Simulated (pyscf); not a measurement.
PySCF, gas phase, ωB97X-D3(BJ)/def2-SVP geometries.

Task: `[CH3][O][SiH3]` -> `[SiH2]` [singlet] + `[CH3][OH]`
Surface: singlet. Broken: O–Si, H–Si. Formed: H–O. Give ΔE‡ and ΔE from ωB97X-D3(BJ)/def2-TZVP, relative to the reactant's lowest minimum found.

Result: ΔE‡ = 3.52 eV, ΔE = +3.52 eV. CCSD(T)/def2-TZVPP + ΔMP2(QZVPP) gives 3.43 eV and +3.31 eV. Zero-point energy shifts the barrier by -0.10 eV. It is a 1,1-elimination, with an imaginary mode of 1591i cm⁻¹. On the product side the descent ends in an adduct with a O–Si contact, 1.04 eV under the separated species and 1.03 eV under the saddle at ωB97X-D3(BJ)/def2-TZVP. At ωB97X-D3(BJ) the saddle lies under the separated products, which points to a path from their complex (located at ωB97X-D3(BJ) alone), and parting the products costs more than the saddle. What is counted as broken (O–Si) persists as a longer contact in the product adduct; parting that adduct is a step of its own. H₃C–O–SiH₃ lies 1.03 eV over its isomer H₃C–SiH₂–OH, and others may lie lower still (electronic energy, ωB97M-D3(BJ)). This is the saddle that the search found; another between the same sides may lie lower. The CCSD(T) − MP2 part came from Ansatz, without density fitting, on the same reference.
